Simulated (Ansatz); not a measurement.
Geometry optimisation, Ansatz 0.2.0, RKS B3LYP/def2-SVP.

Input file:

```yaml
crystal:
  periodic: [false, false, false]
  atoms:
    - { symbol: Al, position_ang: [0.434635, 0.099857, -0.366865] }
    - { symbol: O, position_ang: [0.542553, -0.150479, 1.348515] }
    - { symbol: Si, position_ang: [-0.253955, -0.483291, 2.768621] }
    - { symbol: H, position_ang: [-1.380818, -1.445398, 2.535572] }
    - { symbol: H, position_ang: [0.688403, -1.093934, 3.752833] }
    - { symbol: H, position_ang: [-0.82376, 0.760313, 3.370443] }
    - { symbol: H, position_ang: [1.978166, 0.124124, -0.393396] }
    - { symbol: H, position_ang: [-0.841425, 0.208108, -1.286424] }
basis:
  gaussian: { orbitals: def2-SVP }
hamiltonian:
  xc: b3lyp
relax:
  f_tol: 0.03
  max_steps: 50
output:
  orbitals: {}
```

Run as:

```bash
$ ansatz run input.yaml --threads 1 --pin off --max-ram 2048MiB --backend cpu --events-out ev --progress --plain --runs-dir out
```

Task: Where does it end, and by what steps?

Result: The forces met the threshold. After 8 steps the energy has fallen by 0.566 eV; O2 moved furthest, 0.43 Å.

| step | energy less start (eV) | largest force component (eV/Å) | accepted |
| --- | --- | --- | --- |
| 0 | 0.0000 | 1.393 | yes |
| 1 | -0.3409 | 0.886 | yes |
| 2 | -0.5158 | 0.524 | yes |
| 3 | -0.5344 | 1.132 | yes |
| 4 | -0.5626 | 0.144 | yes |
| 5 | -0.5651 | 0.032 | yes |
| 6 | -0.5658 | 0.033 | yes |
| 7 | -0.5657 | 0.042 | no |
| 8 | -0.5660 | 0.018 | yes |

```xyz
8
Properties=species:S:1:pos:R:3
Al 0.565 0.094 -0.327
O 0.117 -0.180 1.293
Si -0.354 -0.506 2.843
H -1.493 -1.473 2.849
H 0.775 -1.097 3.621
H -0.789 0.752 3.520
H 2.102 0.249 -0.656
H -0.579 0.181 -1.413
```

Whether the end is a true minimum wasn't checked by a vibrational analysis.

Time of the run: 24 s on 1 thread of Arm Neoverse V1, with other jobs on the host, peak memory 0.14 GiB.
